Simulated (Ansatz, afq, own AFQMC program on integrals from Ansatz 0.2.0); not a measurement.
Integrals from Ansatz 0.2.0, then the random walk in our own AFQMC program (afq).

```yaml
crystal:
  periodic: [false, false, false]
  atoms:
    - {symbol: Ge, position_ang: [0.000000, 0.000000, 0.000000]}
    - {symbol: H, position_ang: [0.000000, 0.000000, 1.633171]}
basis:
  gaussian: {orbitals: aug-cc-pVDZ}
magnetization: {spin_polarized: true, initial_magnetization: 1}
correlation: {method: ccsd_t, electrons: outside_noble_gas, hamiltonian_folder: ham}
```

```sh
$ ansatz run in.yaml --threads 1 --pin off --events-out ev --progress --plain --max-ram 16896MiB --backend cuda --devices 0, --max-vram 18GiB
```

afq runs on the folder ham with

```
--method free --trial cisd --walkers 4000 --time-step 0.03 --max-blocks 4000 --target-error 0.00028 --factor-cut 1e-05 --seed 5010 --times 0,0.3,0.6,1.2,1.8,2.4,3.6,4.8,6 --taylor-order 8
```

Times are imaginary, in 1/Eh. The walk had a cap of 61 s. Filled inner d shells are frozen with the cores.

afq prints:

```
orbitals 31  electrons 3 2  factors 224 of 493
reference energy -2075.86350220 Eh
CCSD correlation -0.08610283 Eh in 11 cycles, weight of the determinant in the CISD state 0.9255
repeat  energy at the last time / Eh  error
    10  -2075.951974  0.000035
    20  -2075.951970  0.000023
    30  -2075.951948  0.000019
time / (1/Eh)  energy / Eh  error  mean overlap
  0.00  -2075.949610  0.000005  1.0807
  0.30  -2075.950619  0.000009  1.0802
  0.60  -2075.951147  0.000010  1.0805
  1.20  -2075.951628  0.000014  1.0802
  1.80  -2075.951806  0.000012  1.0803
  2.40  -2075.951898  0.000012  1.0802
  3.60  -2075.951942  0.000014  1.0828
  4.80  -2075.951951  0.000019  1.0873
  6.00  -2075.951952  0.000019  1.0935
energy -2075.951952 +/- 0.000019 Eh
```

The run passed its tests (error under three times the target), which doesn't prove that it has relaxed.

Against this walk (error 0.5 meV) on the same determinant: CCSD(T) 15.7 meV higher, CCSDT(Q) 0.2 meV lower (within the noise), CCSDTQ 0.5 meV lower (within the noise), full CI 0.5 meV lower (within the noise). The error is statistical, and a free projection of finite length keeps a remainder of its start.

Cautions: remainder of the start not in the error; no relativity below Rb; no spin-orbit coupling; inner d shell frozen.

The walk took 27 s on 1 × NVIDIA H100 80GB HBM3 with 2 threads of AMD EPYC 7R13 Processor (Zen 3), on a shared host (the card was shared). The log's last line is the free-projection energy.

CCSDT and higher add their correlation energy to the determinant of the CCSD(T) run, since their own runs factorise the integrals more tightly (a shift of under 2 meV).
